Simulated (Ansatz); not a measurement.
Results of LDA (Ansatz, an electronic-structure program, PAW) for AlPO4 (P3₂21, No. 154).

Settings: plane-wave cutoff 520 eV, 6×6×4 k mesh (along the axes of the cell as run), scalar-relativistic PAW data made under PBE.

Computed at the level's own relaxed cell.

Hill averages of the elastic tensor: K = 30.6 GPa, G = 28.6 GPa. Volume 12.445 Å³/atom, mean atomic mass 20.325 u.

Question: Work out the density, the sound velocities of a polycrystal and the elastic Debye temperature at this level.

Answer: ρ = 1.66054 × 20.325/12.445 = 2.712 g/cm³. v_l = √[(K + 4G/3)/ρ] = 5.034 km/s and v_t = √(G/ρ) = 3.247 km/s. The mean follows from 3/v_m³ = 1/v_l³ + 2/v_t³: v_m = 3.564 km/s. Θ_D = (ħ/k_B) v_m (6π²/V)^(1/3) = 76.38 K Å s/km × 3.564 × 1.6820 Å⁻¹ = 458 K, counting all atoms of the cell.

Note: the relaxation could not lower the start's symmetry, so the cell can be a saddle point above a distorted one.
